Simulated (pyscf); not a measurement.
Elementary routes open to HN=SiH–Cl (SMILES N=[SiH]Cl) + H• (SMILES [H]) in the gas phase (doublet surface):
A. [N=SiH–Cl]• (SMILES [N]=[SiH]Cl) + H₂ (SMILES [H][H]) (H–N broken; H–H formed)
B. [HN=Si–Cl]• (SMILES N=[Si]Cl) + H₂ (SMILES [H][H]) (H–Si broken; H–H formed)

Optimised with ωB97X-D3(BJ)/def2-SVP in PySCF.

### Question
Rank the routes by free-energy barrier at 900 K, lowest first, for ωB97M-D3(BJ)/def2-TZVP energies (ideal gas, 1 atm, RRHO with modes under 100 cm⁻¹ raised to 100, one conformer, R ln 2 for chiral ones without a mode under 150 cm⁻¹).

### Answer
B (23.8 kcal/mol), A (35.7 kcal/mol)

Route B is the fastest of these, ahead of the next by 12.0 kcal/mol. The most stable products are those of B (ΔG = -24.9 kcal/mol), so kinetics and thermodynamics agree. At 298 K B is still the fastest. Only these routes are compared; each barrier is that of the saddle found, and lower ones may exist.
